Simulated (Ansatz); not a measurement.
2H MoS2 was calculated with PBE (PAW; Ansatz, a program for electronic structure).

Numerical settings: plane-wave cutoff 500 eV, 18×18×4 k mesh (along the axes of the cell as run), Fermi–Dirac smearing 0.05 eV, no spin polarisation, scalar-relativistic PAW data made under PBE.

Computed at the level's own relaxed cell.

**Question.** Predict the volume per atom, equilibrium lattice constant a, c axis length and band gap.

**Answer.** 
* **volume per atom**: 21.57 Å³/atom
* **equilibrium lattice constant a**: 3.185 Å
* **c axis length**: 14.732 Å
* **band gap**: 1.44 eV (on the SCF k mesh)

Measured, for comparison: band gap 1.23 eV (room temperature, no zero-point or thermal correction, bulk 2H, our sources range from 1.23 to 1.29; as tabulated in Bastos et al. (2019), arXiv:1903.08112); lattice constant a 3.16 Å, lattice parameter c 12.294 Å (300 K, no zero-point or thermal correction; as tabulated in arXiv:1605.07067). Computed (rounded) less measured: lattice constant a +0.8 %, lattice parameter c +19.8 %.

Note: the cell comes from a level without a dispersion term, which matters for the spacing of layers, chains or molecules; the cell has widely spaced layers and the level no dispersion term, so their spacing and the moduli can rest on weak binding.

Spin–orbit coupling is not included.

Computed values are for the static lattice.
